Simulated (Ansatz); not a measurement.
## Al2, singlet in cc-pVTZ: errors against full CI

Geometry: a PBE0/def2-TZVP stationary point for this spin. The triplet lies 0.2 eV lower here.

```yaml
atoms:
  - { symbol: Al, position_ang: [0.0000, 0.0000, 0.0000] }
  - { symbol: Al, position_ang: [0.0000, 0.0000, 3.0310] }
```

Basis cc-pVTZ; Ansatz 0.2.0. Correlated methods freeze the noble-gas cores, which leaves 6 electrons in 58 orbitals. Prefix R: restricted or restricted open-shell reference.

Full CI is exact within this basis and frozen core; it isn't the basis-set limit.

The UHF ⟨S²⟩ is 1.148 and the T1 diagnostic (RCCSD) is 0.0183. The largest doubles amplitude (RCCSD) is 0.100.

**Question.** From what is known of these methods and the diagnostics, rank them by the size of their error in total energy against full CI in cc-pVTZ, smallest first (an estimate: the text doesn't fix the numbers).
A. RHF
B. RCCSD
C. RCCSDT(Q)
D. RMP2
E. RCCSD(T)

**Answer.** C (0.7 kJ/mol), E (5.8 kJ/mol), B (19.4 kJ/mol), D (106.3 kJ/mol), A (367.1 kJ/mol).

All errors are against full CI in cc-pVTZ. Within each family the higher level lies nearer, as is usual though not guaranteed.

The full-CI state has the irrep Ag of D2h, in the program's axes (one component, if the state is degenerate).

Natural occupations of full CI about the gap: 1.901 1.867 1.712 0.124 0.124 0.055 0.052 0.052 0.022 0.022; effectively unpaired electrons, Σ n²(2−n)², 0.48.
